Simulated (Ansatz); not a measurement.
Hematite (α-Fe2O3) was calculated with BLYP (Ansatz, a first-principles code, PAW).

Numerical settings: plane-wave cutoff 520 eV, 8×8×8 k mesh, Fermi–Dirac smearing 0.01 eV, spin-polarised with opposed moments, scalar-relativistic PAW data made under PBE.

Cell (relaxed at this level):

```
Fe2O3
1.0
    4.90541    -2.52941     0.02499
    4.90541     2.52941     0.02499
    3.57987     0.00000     4.20072
Fe O
4 6
Direct
  0.85681   0.85681   0.85681
  0.35681   0.35681   0.35681
  0.14319   0.14319   0.14319
  0.64319   0.64319   0.64319
  0.43915   0.06085   0.75000
  0.06085   0.75000   0.43915
  0.56085   0.93915   0.25000
  0.25000   0.56085   0.93915
  0.93915   0.25000   0.56085
  0.75000   0.43915   0.06085
```
Starting moments (μB, in the order of the record's atoms Fe Fe Fe Fe O O O O O O): 5.0 -5.0 5.0 -5.0 0.0 0.0 0.0 0.0 0.0 0.0.

Problem. What does this level give for the bulk modulus, magnetic moment (largest site, within a sphere), smallest direct gap on the k points sampled and pressure derivative B′ of the bulk modulus?

Solution. 
- bulk modulus: 157 GPa
- magnetic moment (largest site, within a sphere): 3.32 μB
- smallest direct gap on the k points sampled: 0.57 eV
- pressure derivative B′ of the bulk modulus: 4.1

Measured, for comparison: bulk modulus 204 GPa (300 K, copied from a table, unchecked, not corrected to a static lattice, our sources range from 204 to 231; as tabulated in BurnMan's mineral tables). Computed (rounded) less measured: bulk modulus not scored (sources differ).

Note: without U or exact exchange, gaps and moments of open d shells tend to come out too small; the bulk modulus comes from volumes at which shape and atoms were relaxed.

Moments are spin moments.

Static lattice: no zero-point or thermal effects.

Cost on a shared machine: very roughly 60 core-minutes.
